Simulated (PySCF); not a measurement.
C₂H₄. Atoms are numbered in the order given.

```xyz
6

C      0.0000     0.0000    -0.6623
C      0.0000     0.0000     0.6623
H      0.0000    -0.9214    -1.2320
H      0.0000     0.9214    -1.2320
H      0.0000     0.9214     1.2320
H      0.0000    -0.9214     1.2320
```
Charge 0, spin multiplicity 1.

Geometry: B3LYP-D3(BJ)/def2-TZVP.

Method: PySCF with M06-2X/def2-TZVPD.

The molecule is in vacuum.

Computed frontier levels, gap, dipole moment and polarisability:
```
Quantity                                                                                                        Value
---------------------------------------------------------------------------------------------  ----------------------
highest occupied level                                                                                       -9.15 eV
lowest empty level                                                                                            0.82 eV
orbital gap                                                                                                   9.97 eV
dipole moment                                                                                                  0.00 D
quadrupole, principal values (traceless, Buckingham form, about the centre of nuclear charge)   -3.40, 1.60, 1.80 D·Å
mean static polarisability                                                                       27.0 bohr³ (4.01 Å³)
polarisability, principal values                                                               21.8, 24.8, 34.6 bohr³
```
